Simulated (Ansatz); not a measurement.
# How far a parabola holds: energy against volume of CsCl-type TlCl

Results of PBE in Ansatz (PAW) for CsCl-type TlCl. Numerical settings: plane-wave cutoff 520 eV, 10×10×10 k mesh, Fermi–Dirac smearing 0.01 eV, scalar-relativistic PAW data made under PBE. The cell has no free parameter but its volume, all volumes share cutoff and mesh, and the runs aren't spin-polarised. Energies are free energies at the run's smearing, counted from the lowest row; static lattice.

```csv
V (Å³/atom),E (meV/atom)
28.465,3.57
29.059,0.86
29.652,0.00
30.245,0.78
30.838,3.01
31.431,?
```

Question: Using a parabola, estimate the missing E at V = 31.431 from the other rows, showing the fit.

Answer: With u = V - 29.7, the rows have u = -1.2350, -0.6410, -0.0480, 0.5450, 1.1380. Least squares gives E = -0.005 + 0.0240·u + 2.3377·u². Residuals (row less fit): 0.039, -0.080, 0.001, 0.078, -0.040; standard error 0.088 (degrees of freedom: 2). The fitted curve has its minimum at V = 29.7, where E = -0.01. Its curvature is d²E/dV² = 2 × 2.3377 meV/Å⁶, so B = V0·d²E/dV² × 0.1602 = 22.2 GPa. At the withheld row, u = 1.7310, so E = -0.005 + 0.0240 × 1.7310 + 2.3377 × 1.7310² = 7.041 meV/atom. The calculation gives 6.53 meV/atom, 0.511 meV/atom below the prediction (7.8 % of the range of E in the table). The row lies outside the fitted rows, so this is an extrapolation. From the scatter of the fitted rows alone, a prediction at this place has a standard error of 0.209 meV/atom, so the miss is 2.4 times that.

The residuals are curvature that a parabola lacks, not noise. A solid that stiffens under compression and softens on expansion lies above the parabola at the compressed end and under it at the expanded end, as this row does. A third-order Birch-Murnaghan fit to the whole scan has B0 = 22.1 GPa. Only scans are tabulated whose curvature falls smoothly with volume, and where the parabola meets the shown rows within 5 % of their range and misses the end by 0.1 meV or more.

Spin–orbit coupling is not included; it can shift volumes and moduli of such heavy elements.

Ansatz is an electronic-structure program.
